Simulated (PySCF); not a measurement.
# Cost of excited-state runs on allyl methyl ether, C4H8O

Geometry:
| atom | x (Å) | y (Å) | z (Å) |
| --- | --- | --- | --- |
| C1 | 1.493 | 0.238 | 1.356 |
| C2 | 0.907 | -0.619 | 0.533 |
| C3 | 0.502 | -0.298 | -0.870 |
| O4 | -0.855 | -0.573 | -1.127 |
| C5 | -1.727 | 0.315 | -0.478 |
| H6 | 1.705 | 1.258 | 1.046 |
| H7 | 1.787 | -0.041 | 2.361 |
| H8 | 0.693 | -1.634 | 0.862 |
| H9 | 0.733 | 0.756 | -1.092 |
| H10 | 1.064 | -0.920 | -1.572 |
| H11 | -1.634 | 0.262 | 0.614 |
| H12 | -1.543 | 1.353 | -0.791 |
| H13 | -2.742 | 0.035 | -0.762 |

PySCF with density fitting, on 1 thread of an Arm Neoverse V1, shared host. Command: `OMP_NUM_THREADS=1 python excited_run.py task.json out`

**Question.** How long does each of these runs take, and how much memory?
- first hyperpolarisability, CAM-B3LYP/def2-TZVPD; writes grids
- excited states, wB97X-D/def2-TZVPD; Tamm-Dancoff; spin-orbit couplings; 6 states; 5 triplets; quadratic response for 4 states; writes grids
- excited states, CAM-B3LYP/def2-TZVPD; two-photon moments; 8 states; quadratic response for 6 states; 0 triplets

**Answer.** 
| run | level | basis functions | wall time | peak memory (GiB) |
| --- | --- | --- | --- | --- |
| first hyperpolarisability | CAM-B3LYP/def2-TZVPD | 260 | 39 s | 0.89 |
| excited states | wB97X-D/def2-TZVPD | 260 | 39 s | 0.85 |
| excited states | CAM-B3LYP/def2-TZVPD | 260 | 46 s | 0.93 |

Times from a shared host are rough.
